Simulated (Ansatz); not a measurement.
# C6H10: vertical ionisation energy

Aim: the vertical ionisation energy of C6H10, as cation minus neutral at the neutral's geometry, on several levels, and how well −ε(HOMO) stands in for it.

Computed with Ansatz 0.2.0, Gaussian basis. Level: unrestricted cation, the program's frozen cores in correlated methods.

The runs, in order: UKS PBE-D4/def2-TZVPP; UKS r2SCAN-D4/def2-TZVPP; UKS PBE0-D4/def2-TZVPP; UKS B3LYP-D4/def2-TZVPP; UKS wB97X-V/def2-TZVPP; UKS wB97M-V/def2-TZVPP; UKS B2PLYP/def2-TZVPP; UHF-CCSD(T)/def2-TZVPP; UHF-MP2/def2-QZVPP; extrapolation to the limit; then −ε(HOMO) from the neutral's earlier runs with LDA (SPW92), PBE-D4, revPBE-D4, BLYP-D4, r2SCAN-D4, B97M-V, PBE0-D4, B3LYP-D4, r2SCANh-D4, r2SCAN0-D4, HSE06-D4, BHLYP-D4, CAM-B3LYP-D4, LC-ωPBE, ωB97X-V, ωB97M-V.

## (1) Structure used throughout

The geometry comes from an earlier relaxation with PBE0-D4 in a triple-zeta def2 set; it is a stationary point, not always the lowest conformer.

SMILES `C1CC1C1CC1`, 16 atoms, charge 0, spin multiplicity 1.

Atoms are counted from 1 here; the program's logs count them from 0.

Bond lengths: C1–C2 1.500 Å, C1–C3 1.498 Å, C1–H7 1.083 Å, C1–H8 1.084 Å, C2–C3 1.498 Å, C2–H9 1.083 Å, C2–H10 1.084 Å, C3–C4 1.486 Å, C3–H11 1.087 Å, C4–C5 1.498 Å, C4–C6 1.498 Å, C4–H12 1.087 Å, C5–C6 1.500 Å, C5–H13 1.084 Å, C5–H14 1.083 Å, C6–H15 1.083 Å, C6–H16 1.084 Å. Angles: C2–C1–C3 59.9°, C2–C1–H7 118.3°, C2–C1–H8 117.8°, C3–C1–H7 118.6°, C3–C1–H8 117.3°, H7–C1–H8 114.4°, C1–C2–C3 59.9°, C1–C2–H9 118.3°, C1–C2–H10 117.8°, C3–C2–H9 118.6°, C3–C2–H10 117.3°, H9–C2–H10 114.4°, C1–C3–C2 60.1°, C1–C3–C4 120.2°, C1–C3–H11 116.0°, C2–C3–C4 120.2°, C2–C3–H11 116.0°, C4–C3–H11 114.1° and more.

As a file:

```xyz
16
C6H10
C     1.0396   -1.3408   -1.0174
C     1.5607   -1.1560    0.3773
C     0.1689   -0.7230    0.0330
C    -0.1687    0.7231   -0.0325
C    -1.5603    1.1560   -0.3777
C    -1.0401    1.3407    1.0174
H     0.8140   -2.3457   -1.3521
H     1.4255   -0.6878   -1.7914
H     1.6917   -2.0343    0.9970
H     2.2975   -0.3785    0.5423
H    -0.6325   -1.3494    0.4154
H     0.6329    1.3496   -0.4143
H    -2.2969    0.3785   -0.5433
H    -1.6909    2.0345   -0.9973
H    -0.8148    2.3455    1.3525
H    -1.4265    0.6875    1.7911
```

## (2) Cation, UKS PBE-D4/def2-TZVPP

Contents of in.yaml:

```yaml
crystal:
  periodic: [false, false, false]
  atoms:
    - {symbol: C, position_ang: [1.039556, -1.340785, -1.017379]}
    - {symbol: C, position_ang: [1.560662, -1.155961, 0.377315]}
    - {symbol: C, position_ang: [0.168876, -0.722988, 0.033016]}
    - {symbol: C, position_ang: [-0.168668, 0.723081, -0.032490]}
    - {symbol: C, position_ang: [-1.560253, 1.156006, -0.377676]}
    - {symbol: C, position_ang: [-1.040100, 1.340682, 1.017392]}
    - {symbol: H, position_ang: [0.813967, -2.345653, -1.352150]}
    - {symbol: H, position_ang: [1.425475, -0.687777, -1.791435]}
    - {symbol: H, position_ang: [1.691708, -2.034334, 0.996999]}
    - {symbol: H, position_ang: [2.297455, -0.378508, 0.542305]}
    - {symbol: H, position_ang: [-0.632503, -1.349419, 0.415448]}
    - {symbol: H, position_ang: [0.632937, 1.349606, -0.414296]}
    - {symbol: H, position_ang: [-2.296877, 0.378525, -0.543279]}
    - {symbol: H, position_ang: [-1.690923, 2.034458, -0.997328]}
    - {symbol: H, position_ang: [-0.814824, 2.345522, 1.352456]}
    - {symbol: H, position_ang: [-1.426497, 0.687543, 1.791100]}
basis:
  gaussian: {orbitals: def2-TZVPP}
total_charge: 1
magnetization: {spin_polarized: true, initial_magnetization: 1}
hamiltonian: {xc: pbe, dispersion: d4}
```

Launch:

```sh
> ansatz run in.yaml --threads 2 --pin off --events-out ev --progress --plain --max-ram 32768MiB --backend cuda --devices 0, --max-vram 18GiB
```

Further steps of the session: Cation, UKS r2SCAN-D4/def2-TZVPP; Cation, UKS PBE0-D4/def2-TZVPP; Cation, UKS B3LYP-D4/def2-TZVPP; Cation, UKS wB97X-V/def2-TZVPP; Cation, UKS wB97M-V/def2-TZVPP; Cation, UKS B2PLYP (frozen core)/def2-TZVPP; Cation, UHF-CCSD(T)/def2-TZVPP; Cation, UHF-MP2/def2-QZVPP.

Before running them: what should the planned runs give, taken together? Wanted: ionisation energy, CCSD(T)/CBS; nearest functional by difference; nearest −ε(HOMO); −ε(HOMO) of PBE; T1 of the cation.

The runs gave:

```
                        quantity               value
  ionisation energy, CCSD(T)/CBS             9.50 eV
nearest functional by difference  ωB97X-V (-0.16 eV)
                nearest −ε(HOMO)  ωB97X-V (+0.04 eV)
                 −ε(HOMO) of PBE             5.99 eV
                T1 of the cation               0.010
```

In words: Energy differences with functionals land within 0.56 eV of the reference. The PBE orbital energy is 3.5 eV too small: a semilocal HOMO is no ionisation energy. Among orbital estimates ωB97X-V comes nearest. Hartree-Fock falls 0.76 eV short, as the neutral has more correlation energy than the cation.
